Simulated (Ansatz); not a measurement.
hcp Tl

All values below come from rVV10 (Ansatz, a program for electronic structure, PAW).

Run with plane-wave cutoff 520 eV, 18×18×10 k mesh (along the axes of the cell as run), Fermi–Dirac smearing 0.05 eV, scalar-relativistic PAW data made under PBE.

Cell (relaxed at this level):

```yaml
crystal:
  lattice:
    - [1.78807, -3.09702, 0.00000]
    - [1.78807, 3.09702, 0.00000]
    - [0.00000, 0.00000, 5.65018]
  atoms:
    - { symbol: Tl, position: [0.33333, 0.66667, 0.25000] }
    - { symbol: Tl, position: [0.66667, 0.33333, 0.75000] }
```

- bulk modulus B0: 30.5 GPa
- band gap: none
- pressure derivative B′ of the bulk modulus: 5.3

Measured, for comparison: bulk modulus 37.4 GPa (copied from a table, unchecked, extrapolated to 0 K and zero-point effects removed; as tabulated in Lejaeghere et al. (2013), arXiv:1204.2733). Computed (rounded) less measured: bulk modulus not scored (unchecked).

Note: the bulk modulus comes from volumes at which shape and atoms were relaxed.

Spin–orbit coupling is not included; it can shift volumes and moduli of such heavy elements.

Computing time: very roughly 7 core-minutes.
